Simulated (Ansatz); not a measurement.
`C=C(F)SC` → `[CH2]` (triplet) + `C=C(F)S` at 700 K and 1 bar (formal loss of a carbene).

Program: Ansatz. Geometries: PBE0-D4/def2-TZVP. ΔE: electronic, gas phase. CCSD(T)/CBS adds triple-zeta CCSD(T) − MP2 to the extrapolated MP2 energy (def2 sets, frozen cores). This one scheme is used for every species. Triplets are unrestricted, without spin–orbit coupling. One conformer a species, not always the lowest.

```json
{"species": "`C=C(F)SC`", "CCSD(T)/CBS energy (Eh)": "-614.69893", "H − E (kJ/mol)": "262.9", "S (J/(mol·K))": "433.9"}
{"species": "`[CH2]` (triplet)", "CCSD(T)/CBS energy (Eh)": "-39.09499", "H − E (kJ/mol)": "70.4", "S (J/(mol·K))": "226.8"}
{"species": "`C=C(F)S`", "CCSD(T)/CBS energy (Eh)": "-575.43615", "H − E (kJ/mol)": "167.9", "S (J/(mol·K))": "372.3"}
```

H − E and S are ideal-gas, rigid-rotor, harmonic terms from PBE0-D4/def2-TZVP, for one conformer and one mirror image of each species, with the whole ground term of open shells counted as degenerate. 1 Eh = 2625.50 kJ/mol, R = 8.31446 J/(mol·K).

**Question.** By hand: ΔE, ΔH, ΔS and ΔG.

**Answer.** ΔE = (-39.09499) + (-575.43615) − (-614.69893) = 0.16779 Eh = 440.5 kJ/mol. Δ(H − E) = 70.4 + 167.9 − 262.9 = -24.6, so ΔH = 415.9 kJ/mol. ΔS = 226.8 + 372.3 − 433.9 = 165.2 J/(mol·K). ΔG = 415.9 − 700 × (165.2)/1000 = 300.3 kJ/mol.

**Question.** By hand: the equilibrium constant, and the temperature at which ΔG would vanish if ΔH and ΔS stayed fixed.

**Answer.** log₁₀ K = −ΔG/(RT ln 10) = -22.4. ΔG = 0 at ΔH/ΔS = 2518 K, far beyond where these terms or the molecules hold.

The number of gas molecules changes by +1, which sets the sign of ΔS. A doubt of 5 kJ/mol in ΔE shifts log₁₀ K by 0.4 here. Other conformers and mirror images would add mixing entropy, several J/(mol·K) or more a flexible species. A triplet takes part, so the spin changes. These are equilibria of isolated gas molecules and say nothing of rates. Largest T1 diagnostic: 0.012 (customary marks: 0.02 for closed shells, 0.045 for open ones).
